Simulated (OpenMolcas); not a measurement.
Predicting a hybrid from its neighbours: SiN2H6

The species is SiN2H6 (9 atoms), meant as a singlet with charge 0. As SMILES, `NN[SiH3]`. Geometry: relaxed at PBE0-D4/def2-TZVP. This is one conformer, not always the lowest.

The HOMO–LUMO gap y, in eV, basis 6-311+G(d,p); a is the functional's share of exact exchange. Programs: OpenMolcas 26.06.

| functional | program | a | y (eV) |
| --- | --- | --- | --- |
| r2SCAN | OpenMolcas | 0 | 5.72 |
| BLYP | OpenMolcas | 0 | 4.84 |
| B3LYP | OpenMolcas | 0.2 | ? |
| PBE0 | OpenMolcas | 0.25 | 6.96 |
| BHLYP | OpenMolcas | 0.5 | 8.82 |

Fit y = c + s·a to the known rows and predict B3LYP.


1. Means of the 4 rows: a = 0.1875, y = 6.585.
2. Σ(Δa)² = 0.17188, Σ(Δa·Δy) = 1.2113, so the slope is 1.2113/0.17188 = 7.0474.
3. Intercept: 6.585 − (7.0474) × 0.1875 = 5.264. The largest residual of the fit is 0.46.
4. B3LYP: 5.264 + (7.0474) × 0.2 = 6.67 eV.

The run gave 6.51 eV, so the prediction is off by +0.16 eV, within the largest residual. Exact exchange lowers occupied levels and raises empty ones. The rows mix families of semi-local functionals, which the line can't see.
